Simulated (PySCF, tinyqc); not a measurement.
MP2 on RHF in the sto-3g basis, frozen core, for CH2, spin multiplicity 1, step by step. The lowest restricted solution is unstable here: a spin-polarised one lies 0.0430 hartree lower (PySCF). One step of it, computed by the program tinyqc.

Problem. Integrals over molecular orbitals. (pq|rs) = sum C_ip C_jq C_kr C_ls (ij|kl), one index at a time.

coefficients C:
```
              MO1        MO2        MO3        MO4       MO5        MO6        MO7
1C 1s    0.993307  -0.223289  -0.004076   0.112541  0.000000  -0.166520   0.008766
1C 2s    0.027938   0.725036   0.017961  -0.511473  0.000000   0.906784  -0.055626
1C 2px   0.000000   0.000000   0.000000   0.000000  1.000000   0.000000   0.000000
1C 2py  -0.000157  -0.007893   0.511415   0.000906  0.000000   0.042699   1.089260
1C 2pz   0.004187   0.119578  -0.001891   0.832904  0.000000   0.617491  -0.029567
2H 1s   -0.005659   0.261463   0.461745   0.237199  0.000000  -0.812809  -0.717454
3H 1s   -0.005875   0.276423  -0.452931   0.230329  0.000000  -0.757689   0.803243
```

core Hamiltonian H = T + V (hartree), lower triangle:
```
             1C 1s      1C 2s     1C 2px     1C 2py     1C 2pz      2H 1s      3H 1s
1C 1s   -18.621969
1C 2s    -4.491797  -5.565191
1C 2px    0.000000   0.000000  -4.451368
1C 2py    0.000446   0.003898   0.000000  -4.615346
1C 2pz   -0.011123  -0.120180   0.000000   0.001567  -4.486128
2H 1s    -0.800078  -1.943782   0.000000  -1.535355  -0.727954  -3.230235
3H 1s    -0.843267  -2.012973   0.000000   1.577255  -0.748567  -0.381201  -3.274639
```

Two-electron integrals (ij|kl) in chemists' order, unique and non-zero (hartree):
```
(11|11) 3.541948    (21|11) 0.576921    (21|21) 0.111888    (22|11) 0.854682
(22|21) 0.205284    (22|22) 0.624709    (31|31) 0.020296    (32|31) 0.030858
(32|32) 0.137996    (33|11) 0.852436    (33|21) 0.205335    (33|22) 0.624568
(33|33) 0.672833    (41|41) 0.020296    (42|41) 0.030858    (42|42) 0.137996
(43|43) 0.036269    (44|11) 0.852436    (44|21) 0.205335    (44|22) 0.624568
(44|33) 0.600295    (44|44) 0.672833    (51|51) 0.020296    (52|51) 0.030858
(52|52) 0.137996    (53|53) 0.036269    (54|54) 0.036269    (55|11) 0.852436
(55|21) 0.205335    (55|22) 0.624568    (55|33) 0.600295    (55|44) 0.600295
(55|55) 0.672833    (61|11) 0.102159    (61|21) 0.019705    (61|22) 0.036129
(61|33) 0.036006    (61|41) 0.001077    (61|42) 0.002019    (61|44) 0.036320
(61|51) 0.000495    (61|52) 0.000929    (61|54) 0.000144    (61|55) 0.036073
(61|61) 0.003546    (62|11) 0.261020    (62|21) 0.063610    (62|22) 0.215009
(62|33) 0.209709    (62|41) 0.005489    (62|42) 0.038933    (62|44) 0.222660
(62|51) 0.002526    (62|52) 0.017913    (62|54) 0.005959    (62|55) 0.212451
(62|61) 0.011698    (62|62) 0.099641    (63|31) 0.006261    (63|32) 0.033653
(63|43) 0.007471    (63|53) 0.003437    (63|63) 0.011773    (64|11) 0.207807
(64|21) 0.051273    (64|22) 0.183762    (64|33) 0.174573    (64|41) 0.010089
(64|42) 0.064308    (64|44) 0.199767    (64|51) 0.001761    (64|52) 0.014104
(64|54) 0.008155    (64|55) 0.176743    (64|61) 0.009840    (64|62) 0.101042
(64|64) 0.112375    (65|11) 0.095613    (65|21) 0.023591    (65|22) 0.084550
(65|33) 0.080322    (65|41) 0.001761    (65|42) 0.014104    (65|44) 0.085039
(65|51) 0.007071    (65|52) 0.040143    (65|54) 0.009641    (65|55) 0.088196
(65|61) 0.004527    (65|62) 0.046490    (65|64) 0.046287    (65|65) 0.033070
(66|11) 0.420797    (66|21) 0.104270    (66|22) 0.401955    (66|33) 0.380999
(66|41) 0.010832    (66|42) 0.104659    (66|44) 0.432447    (66|51) 0.004984
(66|52) 0.048154    (66|54) 0.023672    (66|55) 0.391890    (66|61) 0.019409
(66|62) 0.240782    (66|64) 0.269011    (66|65) 0.123774    (66|66) 0.774606
(71|11) 0.107721    (71|21) 0.020776    (71|22) 0.038083    (71|33) 0.037953
(71|41) -0.001141   (71|42) -0.002135   (71|44) 0.038285    (71|51) 0.000525
(71|52) 0.000984    (71|54) -0.000153   (71|55) 0.038024    (71|61) 0.003610
(71|62) 0.011496    (71|64) 0.008876    (71|65) 0.004460    (71|66) 0.018742
(71|71) 0.003943    (72|11) 0.270936    (72|21) 0.066007    (72|22) 0.222584
(72|33) 0.217131    (72|41) -0.005700   (72|42) -0.040137   (72|44) 0.230449
(72|51) 0.002626    (72|52) 0.018491    (72|54) -0.006136   (72|55) 0.219958
(72|61) 0.011317    (72|62) 0.069688    (72|64) 0.051796    (72|65) 0.031559
(72|66) 0.127900    (72|71) 0.012797    (72|72) 0.106044    (73|31) 0.006551
(73|32) 0.035043    (73|43) -0.007740   (73|53) 0.003566    (73|63) 0.007603
(73|73) 0.012656    (74|11) -0.214149   (74|21) -0.052828   (74|22) -0.188889
(74|33) -0.179420   (74|41) 0.010506    (74|42) 0.066486    (74|44) -0.205392
(74|51) -0.001822   (74|52) -0.014486   (74|54) 0.008400    (74|55) -0.181647
(74|61) -0.008671   (74|62) -0.051271   (74|64) -0.031698   (74|65) -0.022826
(74|66) -0.089420   (74|71) -0.010697   (74|72) -0.106806   (74|74) 0.118275
(75|11) 0.098660    (75|21) 0.024338    (75|22) 0.087022    (75|33) 0.082660
(75|41) -0.001822   (75|42) -0.014486   (75|44) 0.087494    (75|51) 0.007390
(75|52) 0.041717    (75|54) -0.009967   (75|55) 0.090817    (75|61) 0.004367
(75|62) 0.031429    (75|64) 0.022944    (75|65) 0.021545    (75|66) 0.060811
(75|71) 0.004928    (75|72) 0.049206    (75|74) -0.048659   (75|75) 0.035074
(76|11) 0.047740    (76|21) 0.011649    (76|22) 0.040245    (76|33) 0.039314
(76|41) 0.000006    (76|42) 0.000068    (76|44) 0.040711    (76|51) 0.000798
(76|52) 0.005889    (76|54) 0.000013    (76|55) 0.040669    (76|61) 0.002080
(76|62) 0.016038    (76|64) 0.014268    (76|65) 0.008249    (76|66) 0.035277
(76|71) 0.002191    (76|72) 0.016482    (76|74) -0.014508   (76|75) 0.008442
(76|76) 0.003191    (77|11) 0.428157    (77|21) 0.106071    (77|22) 0.407639
(77|33) 0.386258    (77|41) -0.011159   (77|42) -0.106648   (77|44) 0.438735
(77|51) 0.005141    (77|52) 0.049133    (77|54) -0.024177   (77|55) 0.397396
(77|61) 0.018082    (77|62) 0.125124    (77|64) 0.088306    (77|65) 0.059787
(77|66) 0.236440    (77|71) 0.020829    (77|72) 0.249541    (77|74) -0.277081
(77|75) 0.127652    (77|76) 0.035277    (77|77) 0.774606
```

Give: one-electron integrals over orbitals h = C^T H C; Two-electron integrals over orbitals.

Solution.

one-electron integrals over orbitals h = C^T H C (hartree), lower triangle:
```
         1       2       3       4       5       6       7
1  -18.607
2    0.362  -4.452
3    0.007   0.000  -3.865
4   -0.164   0.223   0.013  -4.299
5    0.000   0.000   0.000   0.000  -4.451
6    0.257  -0.795  -0.059  -0.402   0.000  -3.433
7   -0.013   0.051  -0.914   0.010   0.000  -0.009  -3.644
```

Two-electron integrals over orbitals (pq|rs), unique and non-zero (hartree); the lowest 1 orbital is frozen and left out:
```
(22|22) 0.528       (32|22) -0.005      (32|32) 0.141       (33|22) 0.491
(33|32) 3.50e-03    (33|33) 0.503       (42|22) 0.014       (42|32) -4.45e-04
(42|33) 0.017       (42|42) 0.082       (43|22) -1.53e-03   (43|32) 0.027
(43|33) 8.24e-04    (43|42) 1.62e-03    (43|43) 0.033       (44|22) 0.505
(44|32) 9.94e-04    (44|33) 0.454       (44|42) -0.088      (44|43) -3.06e-03
(44|44) 0.655       (52|52) 0.093       (53|52) 1.29e-03    (53|53) 0.019
(54|52) -0.036      (54|53) -8.17e-04   (54|54) 0.047       (55|22) 0.542
(55|32) 5.08e-04    (55|33) 0.467       (55|42) -0.047      (55|43) -2.31e-03
(55|44) 0.579       (55|55) 0.673       (62|22) 0.080       (62|32) 2.88e-03
(62|33) 0.019       (62|42) 2.98e-03    (62|43) -1.32e-03   (62|44) 0.077
(62|55) 0.124       (62|62) 0.096       (63|22) 0.008       (63|32) -0.075
(63|33) -1.04e-04   (63|42) -2.18e-03   (63|43) -0.032      (63|44) 0.007
(63|55) 0.009       (63|62) 0.006       (63|63) 0.094       (64|22) 0.041
(64|32) -2.98e-03   (64|33) 4.56e-03    (64|42) -4.57e-04   (64|43) -5.48e-04
(64|44) 0.056       (64|55) 0.056       (64|62) 0.054       (64|63) 0.006
(64|64) 0.038       (65|52) 0.056       (65|53) 1.84e-03    (65|54) -0.010
(65|65) 0.042       (66|22) 0.504       (66|32) 0.009       (66|33) 0.490
(66|42) 0.054       (66|43) 4.25e-03    (66|44) 0.442       (66|55) 0.480
(66|62) 0.049       (66|63) -0.006      (66|64) 0.023       (66|66) 0.540
(72|22) -4.85e-03   (72|32) 0.008       (72|33) -7.48e-04   (72|42) 1.37e-03
(72|43) -0.028      (72|44) -0.006      (72|55) -0.008      (72|62) -3.73e-03
(72|63) 0.045       (72|64) -3.22e-03   (72|66) -3.79e-03   (72|72) 0.056
(73|22) 0.072       (73|32) 4.62e-03    (73|33) 0.030       (73|42) -0.052
(73|43) -9.24e-04   (73|44) 0.124       (73|55) 0.134       (73|62) 0.077
(73|63) 3.29e-03    (73|64) 0.044       (73|66) 0.009       (73|72) -0.006
(73|73) 0.117       (74|22) 1.14e-03    (74|32) -0.065      (74|33) -2.28e-03
(74|42) -8.73e-04   (74|43) 0.005       (74|44) -1.32e-03   (74|55) -1.27e-03
(74|62) -3.18e-03   (74|63) 0.042       (74|64) 1.38e-03    (74|66) -0.005
(74|72) -0.009      (74|73) -3.44e-03   (74|74) 0.056       (75|52) -3.16e-03
(75|53) 0.019       (75|54) 7.21e-04    (75|65) -1.00e-03   (75|75) 0.023
(76|22) -4.61e-03   (76|32) 0.114       (76|33) 3.78e-03    (76|42) -3.22e-03
(76|43) 0.039       (76|44) 3.15e-03    (76|55) 8.34e-04    (76|62) 3.61e-04
(76|63) -0.085      (76|64) -3.35e-03   (76|66) 0.008       (76|72) -0.019
(76|73) 0.006       (76|74) -0.050      (76|76) 0.118       (77|22) 0.512
(77|32) -0.011      (77|33) 0.507       (77|42) -0.015      (77|43) -4.34e-03
(77|44) 0.520       (77|55) 0.525       (77|62) 0.044       (77|63) 0.012
(77|64) 0.017       (77|66) 0.499       (77|72) -1.40e-03   (77|73) 0.072
(77|74) 4.49e-03    (77|76) -0.009      (77|77) 0.557
```
